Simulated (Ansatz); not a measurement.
Tetramethylammonium chloride (C4H12ClN). Charge 0, multiplicity 3. Geometry PBE-D4/def2-SVP, that of the neutral singlet; atoms count from 1.

```xyz
18

C    -1.543   -0.238    0.689
N    -0.195   -0.030    0.087
C    -0.303    0.135   -1.410
C     0.700   -1.212    0.373
C     0.454    1.208    0.657
H    -1.997   -1.149    0.256
H    -1.439   -0.356    1.783
H    -2.180    0.638    0.466
H    -0.942    1.013   -1.617
H     0.754    0.285   -1.773
H    -0.759   -0.781   -1.828
H     0.795   -1.319    1.469
H     0.234   -2.114   -0.063
H     1.687   -0.967   -0.115
H     0.551    1.077    1.751
H    -0.193    2.075    0.430
H     1.457    1.284    0.150
Cl    2.920    0.451   -1.304
```

At PBE0-D4/def2-TZVP a singlet of charge 0 lies 5.63 eV below the triplet at the same geometry.

Problem. Estimate the Mulliken populations from the PBE0/def2-TZVP orbitals of Ansatz.

Solution. 
```csv
atom,charge (e),spin (α − β)
C1,0.02,-0.31
N2,-0.02,0.09
C3,0.03,-0.24
C4,0.03,-0.24
C5,0.03,-0.24
H6,-0.04,0.22
H7,-0.04,0.22
H8,-0.04,0.22
H9,-0.03,0.22
H10,0.09,0.04
H11,-0.03,0.22
H12,-0.03,0.21
H13,-0.03,0.21
H14,0.09,0.04
H15,-0.03,0.21
H16,-0.03,0.21
H17,0.09,0.04
Cl18,-0.05,0.88
```
Mulliken values depend strongly on the basis.

Problem. Where does the spin sit?

Solution. Summed by element: C -1.05, N 0.09, H 2.08, Cl 0.88, of 2 unpaired in all. Largest on single atoms: Cl18 0.88, C1 -0.31, C3 -0.24.

Problem. And the Mayer bond orders between heavy atoms (over 0.3)?

Solution. C1–N2 0.91 (1.49 Å); N2–C3 0.93 (1.51 Å); N2–C4 0.93 (1.51 Å); N2–C5 0.93 (1.51 Å).
